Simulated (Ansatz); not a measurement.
C2H5NO2 can be A, `N=C(O)CO`, or B, `NC(=O)CO`.

Gas-phase electronic energies from Ansatz, PBE0-D4/def2-TZVP geometries. CCSD(T)/CBS adds triple-zeta CCSD(T) − MP2 to the extrapolated MP2 energy (def2 sets, frozen cores). DFT in def2-TZVPP. B3LYP here is the variant with VWN-RPA as its local correlation; programs differ in this. Each species was taken in one conformer, which may not be the lowest.

A:

Z-matrix (Å, degrees):
```
C
O 1 1.402
C 1 1.506 2 113.4
H 1 1.091 2 107.5 3 120.8
H 1 1.101 2 111.5 3 -121.4
H 2 0.962 1 107.7 3 46.7
O 3 1.346 1 110.7 2 -41.6
N 3 1.260 1 129.1 2 140.8
H 7 0.967 3 106.7 1 -179.6
H 8 1.015 3 111.5 1 -3.8
```

B:

Z-matrix (Å, degrees):
```
C
O 1 1.411
C 1 1.521 2 114.8
H 1 1.094 2 112.8 3 -123.5
H 1 1.093 2 107.4 3 118.7
H 2 0.960 1 108.6 3 86.2
O 3 1.213 1 120.8 2 -171.6
N 3 1.349 1 114.6 2 8.8
H 8 1.005 3 118.9 1 174.3
H 8 1.005 3 119.4 1 6.7
```

Problem. Which is lower in electronic energy at CCSD(T)/CBS, and by how much? (An estimate is asked.)

Solution. The calculation gave: B, by 13.2 kcal/mol.

Problem. Give E(B) − E(A) in kcal/mol with B3LYP, CCSD(T)/def2-TZVPP, HF/def2-TZVPP, PBE0-D4, B3LYP-D4, PBE-D4, CCSD/def2-TZVPP. (An estimate is asked.)

Solution. Ansatz gave: B3LYP -15.2, CCSD(T)/def2-TZVPP -12.9, HF/def2-TZVPP -15.1, PBE0-D4 -15.1, B3LYP-D4 -15.2, PBE-D4 -15.2, CCSD/def2-TZVPP -13.1. None reverses the order clearly.

Largest T1 diagnostic: 0.014.

In def2-TZVPP, CCSD(T) changes the Hartree–Fock value by +2.2 kcal/mol (the triples alone add +0.1 kcal/mol) and MP2 by +1.2 kcal/mol.
